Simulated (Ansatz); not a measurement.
# CHAl+ (doublet): wave-function methods side by side, 6-31G

Aim: climb from Hartree-Fock through coupled cluster and multireference methods for CHAl+ (doublet) at one geometry and basis, and see what each rung misses.

Computed with Ansatz 0.2.0, Gaussian basis. Level: 6-31G, core rule «outside noble gas», up to 6 orbitals frozen.

Plan: UHF; CCSD(T) on ROHF; CCSD(T) on UHF; BCCD(T) on ROHF; CISD; CCSDT(Q) on ROHF; CCSDT(Q) on UHF; CISDTQ; CCSDTQ on ROHF; CCSDTQ on UHF; CASSCF and MRCISD+Q, 7 electrons in 9 orbitals; CASSCF and NEVPT2, 7 electrons in 9 orbitals; Full CI.

21 further runs of the same task are left out: 9 that didn't finish, 12 set aside as unsound or not needed.

### 1 The system

The geometry is a PBE0/def2-TZVP stationary point (not a proven minimum) of the parent state, kept for this charge and spin.

3 atoms, charge 1, spin multiplicity 2.

Atoms are counted from 1 here; the program's logs count them from 0.

Bond lengths: Al1–C2 1.850 Å, C2–H3 1.096 Å. Angles: Al1–C2–H3 134.6°.

### 2 UHF

Contents of in.yaml:

```yaml
crystal:
  periodic: [false, false, false]
  atoms:
    - {symbol: Al, position_ang: [0.000000, 0.033682, 0.621048]}
    - {symbol: C, position_ang: [0.000000, -0.124908, -1.222629]}
    - {symbol: H, position_ang: [0.000000, 0.586788, -2.055880]}
basis:
  gaussian: {orbitals: 6-31G}
total_charge: 1
magnetization: {spin_polarized: true, initial_magnetization: 1}
hamiltonian: {xc: hf}
output: {orbitals: {seedname: orbitals}}
```

Run with:

```console
$ ansatz run in.yaml --threads 1 --pin off --events-out ev --progress --plain --max-ram 2393MiB
```

Further steps of the session: CCSD(T) on ROHF; CCSD(T) on UHF; BCCD(T) on ROHF; CISD; CCSDT(Q) on ROHF; CCSDT(Q) on UHF; CISDTQ; CCSDTQ on ROHF; CCSDTQ on UHF; CASSCF and MRCISD+Q, 7 electrons in 9 orbitals; CASSCF and NEVPT2, 7 electrons in 9 orbitals; Full CI.

Before running them: what should the planned runs give, taken together? Wanted: FCI below the RHF energy; RMP2 from FCI; UMP2 from FCI; RCCSD from FCI; RCCSD(T) from FCI; UCCSD(T) from FCI; RCCSDT(Q) from FCI; UCCSDT(Q) from FCI; NEVPT2 valence from FCI.

As calculated:

| quantity | value |
| --- | --- |
| FCI below the RHF energy | -3.8805 eV |
| RMP2 from FCI | +144.3 kJ/mol |
| UMP2 from FCI | +57.6 kJ/mol |
| RCCSD from FCI | +4.7 kJ/mol |
| RCCSD(T) from FCI | -2.0 kJ/mol |
| UCCSD(T) from FCI | -1.8 kJ/mol |
| RCCSDT(Q) from FCI | +0.2 kJ/mol |
| UCCSDT(Q) from FCI | -1.4 kJ/mol |
| NEVPT2 valence from FCI | +21.3 kJ/mol |
| MRCISD+Q valence from FCI | +4.7 kJ/mol |
| levels within 1 kcal/mol (43 meV) | UCCSD, RCCSD(T), UCCSD(T), BCCD(T), RCCSDT, UCCSDT, CISDTQ, RCCSDT(Q), UCCSDT(Q), RCCSDTQ, UCCSDTQ |
| T1 diagnostic | 0.279 |
| effectively unpaired electrons | 1.92 |

In words: RCCSD(T) misses by -2.0 kJ/mol, 0.5 % of the correlation energy. RCCSD(T), UCCSD(T), BCCD(T), UCCSDT(Q) fall below full CI: unrestricted runs freeze a spin-polarised core, another one than full CI's, and coupled cluster isn't variational. The occupations show strong static correlation (1.9 unpaired electrons where one determinant has 1). Coupled cluster on one determinant still stays close here. Of the multireference levels listed MRCISD+Q valence comes nearest in total energy (+4.7 kJ/mol), which doesn't show that its space is the better one. These misses are within one basis, not against nature; the frozen cores of restricted and unrestricted runs differ, which can shift their rows.
